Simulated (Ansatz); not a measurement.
## What each rung costs, and what it gives

Saddle point of CH₈OSi, closed shell (CH₆OSi ([CH3][SiH2][OH]) + H₂ → SiH₄O ([OH][SiH3]) + CH₄; bonds formed: Si1–H7, C2–H6; bonds broken: Si1–C2, H6–H7), PBE0-D4/def2-TZVP structure:

| atom | x (Å) | y (Å) | z (Å) |
| --- | --- | --- | --- |
| Si1 | -0.2946 | 0.7735 | -0.0282 |
| C2 | 0.9599 | -0.9205 | 0.4311 |
| H3 | -0.8453 | 1.1168 | 1.3038 |
| H4 | 0.9839 | 1.5288 | -0.2005 |
| O5 | -0.9618 | 1.3043 | -1.4401 |
| H6 | -0.3879 | -0.8532 | 0.1426 |
| H7 | -1.4224 | -0.5367 | -0.1073 |
| H8 | 1.4676 | -0.4483 | 1.2720 |
| H9 | 1.6060 | -0.9428 | -0.4462 |
| H10 | 0.7199 | -1.9543 | 0.7121 |
| H11 | -1.8253 | 0.9324 | -1.6389 |

Barriers are electronic and count from the start structure reached by relaxing down the imaginary mode.

Program: Ansatz 0.2.0. Basis: as named in each row. Cores are frozen in the correlated methods. B3LYP uses VWN-RPA correlation. Extrapolation: Hartree–Fock as exp(−7.88 √X), correlation as X^−2.97.

Times are rough, for one single point on 4 threads of a shared host (Intel Xeon).

The estimate by CCSD(T) at an estimated basis limit (MP2 extrapolated from triple and quadruple zeta, plus CCSD(T) − MP2 in triple zeta) is 280.6 kJ/mol.

```json
{"method": "HF", "basis": "STO-3G", "time (s)": "under 1", "barrier (kJ/mol)": "616.8", "method less estimate": "336.2"}
{"method": "PBE-D4", "basis": "STO-3G", "time (s)": "under 1", "barrier (kJ/mol)": "419.8", "method less estimate": "139.2"}
{"method": "SPW92", "basis": "def2-SVP", "time (s)": "under 1", "barrier (kJ/mol)": "201.6", "method less estimate": "-79.0"}
{"method": "PBE-D4", "basis": "def2-SVP", "time (s)": "under 1", "barrier (kJ/mol)": "236.1", "method less estimate": "-44.5"}
{"method": "B3LYP-D4", "basis": "6-31G", "time (s)": "1", "barrier (kJ/mol)": "337.1", "method less estimate": "56.4"}
{"method": "PBE0-D4", "basis": "def2-SVP", "time (s)": "1", "barrier (kJ/mol)": "255.1", "method less estimate": "-25.5"}
{"method": "SPW92", "basis": "def2-TZVPP", "time (s)": "2", "barrier (kJ/mol)": "201.9", "method less estimate": "-78.7"}
{"method": "PBE-D4", "basis": "def2-TZVPP", "time (s)": "2", "barrier (kJ/mol)": "237.4", "method less estimate": "-43.2"}
{"method": "BLYP-D4", "basis": "def2-TZVPP", "time (s)": "2", "barrier (kJ/mol)": "263.6", "method less estimate": "-17.0"}
{"method": "CCSD(T)", "basis": "def2-SVP", "time (s)": "3", "barrier (kJ/mol)": "291.6", "method less estimate": "11.0"}
{"method": "B3LYP-D4", "basis": "def2-TZVPP", "time (s)": "3", "barrier (kJ/mol)": "274.5", "method less estimate": "-6.1"}
{"method": "BHLYP-D4", "basis": "def2-TZVPP", "time (s)": "3", "barrier (kJ/mol)": "294.6", "method less estimate": "14.0"}
{"method": "CAM-B3LYP-D4", "basis": "def2-TZVPP", "time (s)": "3", "barrier (kJ/mol)": "279.8", "method less estimate": "-0.8"}
{"method": "PBE0-D4", "basis": "def2-TZVPP", "time (s)": "3", "barrier (kJ/mol)": "254.4", "method less estimate": "-26.2"}
{"method": "wB97M-V", "basis": "def2-SVP", "time (s)": "4", "barrier (kJ/mol)": "270.2", "method less estimate": "-10.4"}
{"method": "r2SCAN-D4", "basis": "def2-TZVPP", "time (s)": "4", "barrier (kJ/mol)": "252.6", "method less estimate": "-28.0"}
{"method": "r2SCAN0-D4", "basis": "def2-TZVPP", "time (s)": "5", "barrier (kJ/mol)": "264.3", "method less estimate": "-16.3"}
{"method": "B2PLYP", "basis": "def2-TZVPP", "time (s)": "6", "barrier (kJ/mol)": "281.1", "method less estimate": "0.5"}
{"method": "RPA on PBE", "basis": "def2-TZVPP", "time (s)": "6", "barrier (kJ/mol)": "281.7", "method less estimate": "1.1"}
{"method": "PBE-QIDH", "basis": "def2-TZVPP", "time (s)": "6", "barrier (kJ/mol)": "271.3", "method less estimate": "-9.3"}
{"method": "B97M-V", "basis": "def2-TZVPP", "time (s)": "7", "barrier (kJ/mol)": "256.1", "method less estimate": "-24.5"}
{"method": "wB97X-V", "basis": "def2-TZVPP", "time (s)": "7", "barrier (kJ/mol)": "278.5", "method less estimate": "-2.2"}
{"method": "wB97M-V", "basis": "def2-TZVPP", "time (s)": "7", "barrier (kJ/mol)": "274.3", "method less estimate": "-6.4"}
{"method": "MP2", "basis": "def2-QZVPP", "time (s)": "23", "barrier (kJ/mol)": "280.3", "method less estimate": "-0.3"}
{"method": "CCSD(T)", "basis": "def2-TZVPP", "time (s)": "45", "barrier (kJ/mol)": "281.8", "method less estimate": "1.2"}
```

All methods are single points on the PBE0-D4 structures.

No T1 diagnostic of these runs exceeds 0.012.

Labels in which every atom is bracketed show which atoms are joined, not bond orders.
